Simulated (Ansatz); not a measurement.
## HSi–NH, HSi–AsH: atomization energies

Ansatz 0.2.0, basis cc-pVDZ; geometries are PBE0/def2-TZVP minima. Wave-function levels freeze the cores with the filled d shells of p-block atoms; HF, MP2 and coupled cluster are restricted for singlets and unrestricted otherwise, atoms included, restricted open-shell where a d shell is frozen. The reference is CCSDT(Q) (coupled cluster only where its series has nearly closed). An error is the level's value less the reference. None of these values is a measured one. Energies are electronic, without zero-point terms. No spin–orbit coupling and no scalar relativity. The set is small: it underbinds, by tens of kJ/mol for each bond, so near ties and functionals' places can change in larger sets. The species are chosen: bound, without strong static correlation by their natural occupations or amplitudes, in their lowest spin state as far as vertical gaps and like structures tell, and with a ladder that closes on the reference, so errors are smaller than for species at large; levels whose determinant breaks symmetry or spin markedly are left out.

| species | bonds (Å) | quantity | symmetry of the states | reference | value (kJ/mol) | error CCSD | error CCSD(T) | error CCSDT |
| --- | --- | --- | --- | --- | --- | --- | --- | --- |
| HSi–NH, doublet | N–Si 1.594, Si–H 1.515, N–H 1.008, angles at N 134°, angles at Si 110° | atomization | A' | CCSDT(Q) | 951.3 | -31.6 | -7.2 | -3.9 |
| HSi–AsH, doublet | Si–As 2.172, Si–H 1.503, As–H 1.524, angles at As 93°, angles at Si 117° | atomization | A' | CCSDT(Q) | 746.4 | -26.6 | -4.0 | -1.8 |

The reference falls from N to As, by 204.9 kJ/mol in all.
